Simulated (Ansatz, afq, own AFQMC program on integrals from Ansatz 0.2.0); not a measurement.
Two steps: Ansatz 0.2.0 writes the Fock matrix and Cholesky factors of the valence space, and afq projects on them the lowest state that overlaps trial and start.

```yaml
crystal:
  periodic: [false, false, false]
  atoms:
    - {symbol: B, position_ang: [-0.012155, 0.095489, 0.735180]}
    - {symbol: C, position_ang: [-0.012155, -0.056352, -0.753591]}
    - {symbol: H, position_ang: [-0.012155, 1.194031, 1.222792]}
    - {symbol: H, position_ang: [-0.012155, -0.863555, 1.450549]}
    - {symbol: H, position_ang: [0.299530, -0.683183, -1.578913]}
basis:
  gaussian: {orbitals: cc-pVDZ}
magnetization: {spin_polarized: true, initial_magnetization: 2}
correlation: {method: ccsd_t, electrons: outside_noble_gas, hamiltonian_folder: ham}
```

```sh
$ ansatz run in.yaml --threads 1 --pin off --events-out ev --progress --plain --max-ram 1382MiB
```

afq runs on the folder ham with

```
--method phaseless --trial hf --walkers 120 --populations 1 --least-time 40 --time-step 0.005 --steps-per-block 20 --equilibration-blocks 160 --max-blocks 600 --target-error 0.00228 --factor-cut 1e-05 --start spin_pure --seed 7310 --taylor-order 6
```

Times are imaginary, in 1/Eh. The walk had a cap of 1573 s.

Output of the walk:

```
orbitals 41  electrons 6 4  factors 323 of 394
reference energy -64.19560279 Eh
CCSD correlation -0.20301068 Eh in 12 cycles, weight of the determinant in the CISD state 0.9058
energy of the start -64.195990 Eh
 block  time / (1/Eh)  mean weight  energy / Eh
     1     0.100  1.0003  -64.240489
     2     0.200  1.0007  -64.269604
     3     0.300  1.0000  -64.301790
     4     0.400  1.0010  -64.319818
     5     0.500  1.0019  -64.344509
     8     0.800  1.0002  -64.372972
    15     1.500  1.0013  -64.408554
    57     5.700  0.9994  -64.405822
    99     9.900  0.9991  -64.396861
   141    14.100  1.0001  -64.407589
   183    18.300  1.0002  -64.402807
   225    22.500  0.9998  -64.397690
   267    26.700  0.9995  -64.395512
   281    28.100  1.0000  -64.385016
   309    30.900  1.0014  -64.397470
   351    35.100  1.0001  -64.434628
   393    39.300  1.0017  -64.408829
   435    43.500  0.9995  -64.392829
   477    47.700  0.9993  -64.414139
   519    51.900  1.0012  -64.400839
   547    54.700  1.0001  -64.405064
blocks merged  error / Eh  count
     1  0.000615  400
     2  0.000819  200
     4  0.001061  100
     8  0.001317  50
    16  0.001238  25
    32  0.001463  12
energy -64.405770 +/- 0.001317 Eh
(rows thinned)
```

The run passed its tests (sampling time, drift between the halves within three errors, error under three times the target), which doesn't prove that it has relaxed. The second half of the sampling lies above the first by 2.1 errors of their difference, so the energy may still be moving and its error bar be too small.

Against this walk (error 35.8 meV) on the same determinant: CCSD(T) 73.8 meV higher, CCSDT(Q) 44.0 meV higher (within the noise), a separate phaseless walk with a CISD trial and standard settings 59.0 ± 37.0 meV higher (within the noise). The error is statistical and leaves out the bias of the constraint.

Cautions: constraint bias not in the error; lower spins were not checked.

The walk took 8.4 min on 1 thread of AMD EPYC (Zen 3), on a shared host. The log's last line is the phaseless energy.

CCSDT and higher add their correlation energy to the determinant of the CCSD(T) run, since their own runs factorise the integrals more tightly (a shift of under 2 meV).
